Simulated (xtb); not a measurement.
xtb input for NO₂, SMILES O=N[O] (connectivity only; charge and spin as stated), charge -1, multiplicity 1, GFN2-xTB. 

```
$ xtb mol.xyz --gfn 2 --ohess tight --chrg -1 --uhf 0 --json
$ cat mol.xyz
3

O      1.06550000    -0.15880000    -0.00000000
N     -0.01070000     0.42670000     0.02290000
O     -1.10650000    -0.20550000    -0.00620000
```

Log of the run:

```
[banner left out]
          |                Calculation Setup                |
           -------------------------------------------------



           -------------------------------------------------
          |                 G F N 2 - x T B                 |
           -------------------------------------------------

        Reference                      10.1021/acs.jctc.8b01176
      * Hamiltonian:
        H0-scaling (s, p, d)           1.850000    2.230000    2.230000
        zeta-weighting                 0.500000
      * Dispersion:
        s8                             2.700000
        a1                             0.520000
        a2                             5.000000
        s9                             5.000000
      * Repulsion:
        kExp                           1.500000    1.000000
        rExp                           1.000000
      * Coulomb:
        alpha                          2.000000
        third order                    shell-resolved
        anisotropic                    true
        a3                             3.000000
        a5                             4.000000
        cn-shift                       1.200000
        cn-exp                         4.000000
        max-rad                        5.000000


          ...................................................
          :                      SETUP                      :
          :.................................................:
          :  # basis functions                  12          :
          :  # atomic orbitals                  12          :
          :  # shells                            6          :
          :  # electrons                        18          :
          :  max. iterations                   250          :
          :  Hamiltonian                  GFN2-xTB          :
          :  restarted?                      false          :
          :  GBSA solvation                  false          :
          :  PC potential                    false          :
          :  electronic temp.          300.0000000     K    :
          :  accuracy                    1.0000000          :
          :  -> integral cutoff          0.2500000E+02      :
          :  -> integral neglect         0.1000000E-07      :
          :  -> SCF convergence          0.1000000E-05 Eh   :
          :  -> wf. convergence          0.1000000E-03 e    :
          :  Broyden damping             0.4000000          :
          :  net charge                         -1          :
          :  unpaired electrons                  0          :
          ...................................................

 iter      E             dE          RMSdq      gap      omega  full diag
   1    -11.1064750 -0.111065E+02  0.932E+00    2.54       0.0  T
   2    -11.1736487 -0.671737E-01  0.353E+00    1.98       1.0  T
   3    -11.1739124 -0.263652E-03  0.192E+00    1.87       1.0  T
   4    -11.1740285 -0.116099E-03  0.209E-01    1.72       1.0  T
   5    -11.1740515 -0.230575E-04  0.128E-01    1.72       1.0  T
   6    -11.1740528 -0.122165E-05  0.713E-03    1.72       8.1  T
   7    -11.1740528 -0.296543E-07  0.252E-03    1.72      22.9  T
   8    -11.1740528 -0.784954E-09  0.442E-04    1.72     130.5  T
   9    -11.1740528 -0.198852E-09  0.215E-04    1.72     268.7  T

   *** convergence criteria satisfied after 9 iterations ***

         #    Occupation            Energy/Eh            Energy/eV
      -------------------------------------------------------------
         1        2.0000           -0.4610552             -12.5460
       ...           ...                  ...                  ...
         3        2.0000           -0.3536143              -9.6223
         4        2.0000           -0.3108723              -8.4593
         5        2.0000           -0.2958287              -8.0499
         6        2.0000           -0.2801121              -7.6222
         7        2.0000           -0.1864535              -5.0737
         8        2.0000           -0.1681972              -4.5769
         9        2.0000           -0.0836897              -2.2773 (HOMO)
        10                         -0.0204955              -0.5577 (LUMO)
        11                          0.4166090              11.3365
        12                          0.6110055              16.6263
      -------------------------------------------------------------
                  HL-Gap            0.0631942 Eh            1.7196 eV
             Fermi-level           -0.0520926 Eh           -1.4175 eV

 SCC (total)                   0 d,  0 h,  0 min,  0.003 sec
 SCC setup                      ...        0 min,  0.000 sec (  4.764%)
 Dispersion                     ...        0 min,  0.000 sec (  2.026%)
 classical contributions        ...        0 min,  0.000 sec (  0.975%)
 integral evaluation            ...        0 min,  0.000 sec (  9.619%)
 iterations                     ...        0 min,  0.002 sec ( 59.024%)
[...]
eigval :       -0.00    -0.00    -0.00    -0.00     0.00     0.00
eigval :      701.25  1356.70  1365.58
           -------------------------------------------------
          |                Property Printout                |
           -------------------------------------------------

    * Orbital Energies and Occupations

         #    Occupation            Energy/Eh            Energy/eV
      -------------------------------------------------------------
         1        2.0000           -0.4548592             -12.3773
         2        2.0000           -0.4386416             -11.9360
         3        2.0000           -0.3533593              -9.6154
         4        2.0000           -0.3055801              -8.3153
         5        2.0000           -0.2964463              -8.0667
         6        2.0000           -0.2768971              -7.5348
         7        2.0000           -0.1869305              -5.0866
         8        2.0000           -0.1665560              -4.5322
         9        2.0000           -0.1025570              -2.7907 (HOMO)
        10                         -0.0359634              -0.9786 (LUMO)
        11                          0.3868420              10.5265
        12                          0.5111599              13.9094
      -------------------------------------------------------------
                  HL-Gap            0.0665936 Eh            1.8121 eV
             Fermi-level           -0.0692602 Eh           -1.8847 eV

     #   Z          covCN         q      C6AA      α(0)
     1   8 O        0.923    -0.539    24.632     6.656
     2   7 N        1.844     0.078    20.528     6.715
     3   8 O        0.923    -0.539    24.633     6.656

 Mol. C6AA /au·bohr⁶  :        208.656917
 Mol. C8AA /au·bohr⁸  :       4331.766941
 Mol. α(0) /au        :         20.026599


Wiberg/Mayer (AO) data.
largest (>0.10) Wiberg bond orders for each atom

 ---------------------------------------------------------------------------
     #   Z sym  total        # sym  WBO       # sym  WBO       # sym  WBO
 ---------------------------------------------------------------------------
     1   8 O    1.822 --     2 N    1.496     3 O    0.326
     2   7 N    2.993 --     1 O    1.496     3 O    1.496
     3   8 O    1.822 --     2 N    1.496     1 O    0.326
 ---------------------------------------------------------------------------

Topologies differ in total number of bonds
Writing topology from bond orders to xtbtopo.mol

molecular dipole:
                 x           y           z       tot (Debye)
 q only:        0.024       0.475       0.011
   full:        0.027       0.287       0.003       0.734
molecular quadrupole (traceless):
Molecule has the following symmetry elements: (C2) 2*(sigma)
It seems to be the C2v point group
                xx          xy          yy          xz          yz          zz
 q only:       -4.494      -0.140       2.176      -0.019      -0.000       2.319
  q+dip:       -5.790      -0.154       2.183      -0.024      -0.057       3.607
   full:       -5.639      -0.139       1.484      -0.025      -0.111       4.156

           -------------------------------------------------
          |                Geometry Summary                 |
           -------------------------------------------------

      molecular mass/u    :       46.0055130
   center of mass at/Å    :       -0.0168948       0.0017090       0.0047527
  moments of inertia/u·Å² :        0.4267403E+01   0.3774945E+02   0.4201685E+02
rotational constants/cm⁻¹ :        0.3950326E+01   0.4465663E+00   0.4012112E+00

           -------------------------------------------------
          |               Frequency Printout                |
           -------------------------------------------------
 projected vibrational frequencies (cm⁻¹)
eigval :       -0.00    -0.00    -0.00    -0.00     0.00     0.00
eigval :      701.25  1356.70  1365.58
 reduced masses (amu)
   1: 16.00   2: 14.98   3: 15.72   4: 16.00   5: 15.48   6: 14.47   7: 15.54   8: 14.75
   9: 15.07
 IR intensities (km·mol⁻¹)
   1: 13.11   2: 14.97   3:  3.23   4: 13.09   5: 17.80   6:  7.32   7: 21.60   8:552.10
   9:  7.46
 Raman intensities (Ä⁴*amu⁻¹)
   1:  0.00   2:  0.00   3:  0.00   4:  0.00   5:  0.00   6:  0.00   7:  0.00   8:  0.00
   9:  0.00
 output can be read by thermo (or use thermo option).
 writing <g98.out> molden fake output.
 recommended (thermochemical) frequency scaling factor: 1.0
           -------------------------------------------------
          |             Thermodynamic Functions             |
           -------------------------------------------------

c2v symmetry found (for desy threshold:  0.10E+00) used in thermo

          ...................................................
          :                      SETUP                      :
          :.................................................:
          :  # frequencies                           3      :
          :  # imaginary freq.                       0      :
          :  linear?                             false      :
          :  only rotor calc.                    false      :
          :  symmetry                              c2v      :
          :  rotational number                       2      :
          :  scaling factor                  1.0000000      :
          :  rotor cutoff                   50.0000000 cm⁻¹ :
          :  imag. cutoff                  -20.0000000 cm⁻¹ :
          :.................................................:

    mode    ω/cm⁻¹     T·S(HO)/kcal·mol⁻¹    T·S(FR)/kcal·mol⁻¹   T·S(vib)
   ------------------------------------------------------------------------
   ------------------------------------------------------------------------

   temp. (K)  partition function   enthalpy   heat capacity  entropy
                                   cal/mol     cal/K/mol   cal/K/mol   J/K/mol
 298.15  VIB   1.04                   81.324      1.068      0.347
         ROT  0.314E+04              888.752      2.981     18.984
         INT  0.326E+04              970.076      4.049     19.331
         TR   0.302E+27             1481.254      4.968     37.387
         TOT                        2451.3300     9.0173    56.7174   237.3057

       T/K    H(0)-H(T)+PV         H(T)/Eh          T*S/Eh         G(T)/Eh
   ------------------------------------------------------------------------
    298.15    0.390644E-02    0.117058E-01    0.269483E-01   -0.152424E-01
   ------------------------------------------------------------------------

         :::::::::::::::::::::::::::::::::::::::::::::::::::::
         ::                  THERMODYNAMIC                  ::
         :::::::::::::::::::::::::::::::::::::::::::::::::::::
         :: total free energy         -11.166067372769 Eh   ::
         ::.................................................::
Note: The following floating-point exceptions are signalling: IEEE_DENORMAL
normal termination of xtb
         :: total energy              -11.150824931496 Eh   ::
         :: zero point energy           0.007799393840 Eh   ::
         :: G(RRHO) w/o ZPVE           -0.023041835112 Eh   ::
         :: G(RRHO) contrib.           -0.015242441273 Eh   ::
         :::::::::::::::::::::::::::::::::::::::::::::::::::::

optimized geometry written to: xtbopt.xyz


           -------------------------------------------------
          | TOTAL ENERGY              -11.150824931496 Eh   |
          | TOTAL ENTHALPY            -11.139119094675 Eh   |
          | TOTAL FREE ENERGY         -11.166067372769 Eh   |
          | GRADIENT NORM               0.000075214764 Eh/α |
          | HOMO-LUMO GAP               1.812104134519 eV   |
           -------------------------------------------------

------------------------------------------------------------------------
------------------------------------------------------------------------
 total:
 SCF:
 ANC optimizer:
 analytical hessian:
```

Self-consistency was reached.
